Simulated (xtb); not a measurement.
C2H7N, charge +1, doublet, geometry from GFN2-xTB of the parent state (a state made from the parent by changing its charge; the spin is typed, not shown lowest); GFN2-xTB (xtb 6.7.1).

The xtb input:
```
$ xtb mol.xyz --gfn 2 --chrg 1 --uhf 1 --json

# file mol.xyz
10

C      1.21347580    -0.33489211    -0.00053948
C     -0.01511352     0.57959694    -0.00065065
N     -1.29044637    -0.11469946     0.00111158
H      2.12582993     0.25587901    -0.00190763
H      1.21478843    -0.97056086     0.88382899
H      1.21344556    -0.97257980    -0.88345425
H      0.00625613     1.22117055    -0.88594093
H      0.00760037     1.22319154     0.88313798
H     -1.36186295    -0.71028181     0.82013011
H     -1.36310650    -0.71215141    -0.81643455
```

The log (banner, timings and long lists left out):

```
   ID    Z sym.   atoms
    1    6 C      1, 2
    2    7 N      3
    3    1 H      4-10

           -------------------------------------------------
          |                Calculation Setup                |
           -------------------------------------------------

           -------------------------------------------------
          |                 G F N 2 - x T B                 |
           -------------------------------------------------

          ...................................................
          :                      SETUP                      :
          :.................................................:
          :  # basis functions                  19          :
          :  # atomic orbitals                  19          :
          :  # shells                           13          :
          :  # electrons                        19          :
          :  max. iterations                   250          :
          :  Hamiltonian                  GFN2-xTB          :
          :  restarted?                      false          :
          :  GBSA solvation                  false          :
          :  PC potential                    false          :
          :  electronic temp.          300.0000000     K    :
          :  accuracy                    1.0000000          :
          :  -> integral cutoff          0.2500000E+02      :
          :  -> integral neglect         0.1000000E-07      :
          :  -> SCF convergence          0.1000000E-05 Eh   :
          :  -> wf. convergence          0.1000000E-03 e    :
          :  Broyden damping             0.4000000          :
          :  net charge                          1          :
          :  unpaired electrons                  1          :
          ...................................................

 iter      E             dE          RMSdq      gap      omega  full diag
   1    -10.2744089 -0.102744E+02  0.409E+00   11.36       0.0  T
   2    -10.2888747 -0.144658E-01  0.339E+00   12.20       1.0  T
   3    -10.3610084 -0.721337E-01  0.208E+00   12.26       1.0  T
   4    -10.3777559 -0.167475E-01  0.121E+00   12.42       1.0  T
   5    -10.3719386  0.581732E-02  0.883E-01   12.38       1.0  T
   6    -10.3714996  0.438980E-03  0.105E+00   12.46       1.0  T
   7    -10.3785315 -0.703188E-02  0.303E-01   12.44       1.0  T
   8    -10.3793460 -0.814551E-03  0.738E-02   12.44       1.0  T
   9    -10.3793746 -0.285756E-04  0.591E-02   12.44       1.0  T
  10    -10.3793976 -0.229405E-04  0.188E-03   12.44      16.8  T
  11    -10.3793975  0.113562E-08  0.899E-04   12.44      35.2  T
  12    -10.3793975  0.186340E-07  0.183E-03   12.44      17.3  T
  13    -10.3793976 -0.252895E-07  0.851E-05   12.44     371.5  T

   *** convergence criteria satisfied after 13 iterations ***

         :::::::::::::::::::::::::::::::::::::::::::::::::::::
         ::                     SUMMARY                     ::
         :::::::::::::::::::::::::::::::::::::::::::::::::::::
         :: total energy             -10.234568031784 Eh    ::
         :: gradient norm              0.074005075712 Eh/a0 ::
         :: HOMO-LUMO gap             12.436758213826 eV    ::
         ::.................................................::
         :: SCC energy               -10.379396605780 Eh    ::
         :: -> isotropic ES            0.107598249992 Eh    ::
         :: -> anisotropic ES         -0.011770305798 Eh    ::
         :: -> anisotropic XC          0.010662145064 Eh    ::
         :: -> dispersion             -0.002563280618 Eh    ::
         :: repulsion energy           0.144828573996 Eh    ::
         :: add. restraining           0.000000000000 Eh    ::
         :: total charge               1.000000000914 e     ::
         :::::::::::::::::::::::::::::::::::::::::::::::::::::

           -------------------------------------------------
          |                Property Printout                |
[...]
         5        2.0000           -0.7552558             -20.5516
         6        2.0000           -0.7385301             -20.0964
         7        2.0000           -0.7155388             -19.4708
         8        2.0000           -0.6802198             -18.5097
         9        1.8642           -0.6622044             -18.0195
        10        1.1358           -0.6586877             -17.9238 (HOMO)
        11                         -0.2016452              -5.4870 (LUMO)
        12                         -0.1407587              -3.8302
        13                         -0.0957811              -2.6063
        14                         -0.0916415              -2.4937
        15                         -0.0498518              -1.3565
        16                         -0.0196310              -0.5342
        17                         -0.0118500              -0.3225
        18                          0.0349360               0.9507
        19                          0.0575034               1.5647
      -------------------------------------------------------------
                  HL-Gap            0.4570425 Eh           12.4368 eV
             Fermi-level           -0.5453062 Eh          -14.8385 eV

     #   Z          covCN         q      C6AA      α(0)
     1   6 C        3.750    -0.112    22.710     6.797
     2   6 C        3.730    -0.001    20.696     6.494
     3   7 N        2.628    -0.110    23.420     7.187
     4   1 H        0.925     0.148     1.405     1.854
     5   1 H        0.925     0.127     1.555     1.950
     6   1 H        0.925     0.127     1.555     1.950
     7   1 H        0.924     0.158     1.336     1.807
     8   1 H        0.924     0.158     1.336     1.807
     9   1 H        0.860     0.252     0.876     1.466
    10   1 H        0.860     0.252     0.876     1.466

 Mol. C6AA /au·bohr⁶  :        483.269091
 Mol. C8AA /au·bohr⁸  :      10005.717622
 Mol. α(0) /au        :         32.779245

Wiberg/Mayer (AO) data.
largest (>0.10) Wiberg bond orders for each atom

 ---------------------------------------------------------------------------
     #   Z sym  total        # sym  WBO       # sym  WBO       # sym  WBO
 ---------------------------------------------------------------------------
     1   6 C    3.814 --     5 H    0.940     6 H    0.940     4 H    0.934
                             2 C    0.865     3 N    0.119
     2   6 C    3.857 --     3 N    1.176     7 H    0.902     8 H    0.902
                             1 C    0.865
     3   7 N    3.195 --     2 C    1.176     9 H    0.917    10 H    0.917
                             1 C    0.119
     4   1 H    0.972 --     1 C    0.934
     5   1 H    0.953 --     1 C    0.940
     6   1 H    0.953 --     1 C    0.940
     7   1 H    0.941 --     2 C    0.902
     8   1 H    0.941 --     2 C    0.902
     9   1 H    0.931 --     3 N    0.917
    10   1 H    0.931 --     3 N    0.917
 ---------------------------------------------------------------------------

Topologies differ in total number of bonds
Writing topology from bond orders to xtbtopo.mol

molecular dipole:
                 x           y           z       tot (Debye)
 q only:       -0.102      -0.248       0.000
   full:       -0.096      -0.407       0.001       1.062
molecular quadrupole (traceless):
                xx          xy          yy          xz          yz          zz
 q only:        2.702       1.608      -0.870      -0.005      -0.002      -1.833
  q+dip:        1.167       2.392      -0.661      -0.004      -0.002      -0.507
   full:        1.628       2.146      -0.589      -0.004      -0.002      -1.039

           -------------------------------------------------
          | TOTAL ENERGY              -10.234568031784 Eh   |
          | GRADIENT NORM               0.074005075712 Eh/α |
          | HOMO-LUMO GAP              12.436758213826 eV   |
           -------------------------------------------------

normal termination of xtb
```
